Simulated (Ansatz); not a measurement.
Worked example: SiCl⁺, triplet against SiCl, doublet

Geometry (PBE0/def2-TZVP stationary point of a doublet), kept for both states (SiCl, doublet: Π; SiCl⁺, triplet: Π):

```csv
atom,x (Å),y (Å),z (Å)
Si,0.0000,0.0000,0.0000
Cl,0.0000,0.0000,2.0671
```

Basis cc-pVDZ; Ansatz 0.2.0. Only valence electrons are correlated (noble-gas cores frozen). Prefix R: restricted or restricted open-shell reference; prefix U: unrestricted.

Full CI isn't at hand for all of this; UCCSDT(Q) serves as the reference, and is uncertain by the last step of the cluster series or more.

```
    level  E(SiCl, doublet) (hartree)  E(SiCl⁺, triplet) (hartree)
      UHF                 -748.424897                  -748.051232
     UMP2                 -748.617543                  -748.221235
 UCCSD(T)                 -748.650516                  -748.249917
      PBE                 -749.330236                  -748.923052
   r2SCAN                 -749.605582                  -749.199105
UCCSDT(Q)                 -748.651793                  -748.251610
```

Task: Give the vertical gap, SiCl⁺ triplet less SiCl doublet, at each level in eV (1 hartree = 27.2114 eV), and each error against UCCSDT(Q).

Result: UCCSDT(Q): (-748.251610 − (-748.651793)) × 27.2114 = 10.890 eV (the reference)
r2SCAN: (-749.199105 − (-749.605582)) × 27.2114 = 11.061 eV, error 0.171 eV
PBE: (-748.923052 − (-749.330236)) × 27.2114 = 11.080 eV, error 0.190 eV
UCCSD(T): (-748.249917 − (-748.650516)) × 27.2114 = 10.901 eV, error 0.011 eV
UMP2: (-748.221235 − (-748.617543)) × 27.2114 = 10.784 eV, error -0.106 eV
UHF: (-748.051232 − (-748.424897)) × 27.2114 = 10.168 eV, error -0.722 eV

Total energies of functionals can't be set beside those of wave-function methods, since they hold the core's correlation and their own absolute errors; only the differences compare.

In so small a basis the reference is far from its limit while semilocal and hybrid functionals are nearer theirs, so the functionals' errors here hold much of the reference's basis and frozen-core error, which can add to them or hide them.

Each level lands on the state that its own search finds. T1 diagnostics of restricted CCSD: 0.020 and 0.036.
